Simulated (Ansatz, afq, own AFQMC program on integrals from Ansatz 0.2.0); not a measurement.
# CH$_{4}$Si, singlet in 6-31G, levels against CCSDT(Q)

```xyz
6

Si    0.0000    0.0307    0.5270
C     0.0000   -0.1313   -1.3337
H     0.0000    1.3484    1.2278
H     1.2153   -0.7351    0.9276
H    -1.2153   -0.7351    0.9276
H     0.0000    0.8327   -1.8739
```

Connectivity, by distances: SiH3–CH.

Basis 6-31G. Only valence electrons are correlated. Ansatz 0.2.0 and our own AFQMC program on the same integrals; the CISD trial comes from CCSD amplitudes, and released means the phaseless constraint is let go. Free AFQMC starts from the CCSD state and is never constrained. Its projection time is finite, and what remains of the start isn't in its error. ± is one standard error of the sampling.

Determinant: RHF, the one that the program's search chose, which needn't be the lowest solution. The geometry is a point of a scan.

No full CI on the walks' own integrals is used here; CCSDT(Q) serves as the reference and is uncertain by about the last step of the cluster series.

Cautions: higher spins were not checked; restricted determinant unstable towards unrestricted (UHF 693 meV lower, ⟨S²⟩ 0.83); CCSDT(Q) on the UHF determinant differs (839 meV lower), perhaps since the unrestricted series falls towards higher spin.

* T1 diagnostic: 0.0150
* weight of the determinant in the CISD state: 0.885
* size of the correlated space: 12 electrons in 24 orbitals

| level | correlation energy (eV) |
| --- | --- |
| MP2 | -3.2388 |
| CCSD | -4.2631 |
| CCSD(T) | -4.3567 |

Task: Estimate where free-projection AFQMC lies against CCSD(T) on the same integrals.

Result: 2.3 ± 0.6 kJ/mol below CCSD(T).

Reference: CCSDT(Q), correlation energy -4.390 eV. The released energy is read at 1.62 1/Eh, later times being too noisy (meV from the phaseless value at times in 1/Eh: -18 ± 6 at 0.24, -19 ± 7 at 0.51, -27 ± 6 at 0.99, -25 ± 11 at 1.62, -44 ± 18 at 2.40).

```
         level  E − E(reference) (kJ/mol)  share of correlation (%)
       CCSD(T)                        3.3                     99.23
         CCSDT                        0.6                     99.87
   ph-AFQMC/HF                -20.2 ± 3.3                    104.76
 ph-AFQMC/CISD                  1.3 ± 0.8                     99.69
released AFQMC                 -1.1 ± 1.0                    100.25
    free AFQMC                  0.9 ± 0.6                     99.78
```

Free projections are given only where their last times agree within the noise and don't stop above the reference; a slow remainder of the start can still hide under it. A walk keeps the symmetry of its determinant, which the program's search chose and which needn't be the lowest solution, so a lower state of the same spin and another symmetry isn't excluded. Released energies are given only where the last usable release times agree within the noise; a slower fall can still hide under it.
